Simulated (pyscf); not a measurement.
Elementary routes open to Cl–Si:–Cl [singlet] + NH₃ in the gas phase (singlet surface):
A. H₂N–SiH(Cl)–Cl (H–N broken; N–Si, H–Si formed)
B. HN=Si(Cl)–Cl + H₂ (H–N, H–N broken; N–Si, H–H formed)
C. HCl + H₂N–Si:–Cl [singlet] (Cl–Si, H–N broken; Cl–H, N–Si formed)

Single points on ωB97X-D3(BJ)/def2-SVP structures (PySCF, gas phase).

Problem. Rank the routes by free-energy barrier at 1200 K, lowest first, for ωB97M-D3(BJ)/def2-TZVP energies (ideal gas, 1 atm, RRHO with modes under 100 cm⁻¹ raised to 100, one conformer, R ln 2 for chiral ones without a mode under 150 cm⁻¹).

Solution. C (198.5 kJ/mol), A (263.3 kJ/mol), B (426.7 kJ/mol)

Route C is the fastest of these, ahead of the next by 64.8 kJ/mol. The most stable products are those of A (ΔG = -40.8 kJ/mol), whose barrier is 64.8 kJ/mol higher: the kinetic and the thermodynamic product differ. At 298 K C is still the fastest. A: On the reactant side the descent ends in an adduct with a N–Si contact, 108.9 kJ/mol under the separated species and 199.9 kJ/mol under the saddle at ωB97X-D3(BJ)/def2-TZVP. B: On the reactant side the descent ends in an adduct with a N–Si contact, 108.9 kJ/mol under the separated species and 397.1 kJ/mol under the saddle at ωB97X-D3(BJ)/def2-TZVP. C: On the reactant side the descent ends in an adduct with a N–Si contact, 108.9 kJ/mol under the separated species and 141.5 kJ/mol under the saddle at ωB97X-D3(BJ)/def2-TZVP. Only these routes are compared; each barrier is that of the saddle found, and lower ones may exist. A restricted solution here is unstable towards spin polarisation, so biradical character is likely and single-reference numbers are less safe.
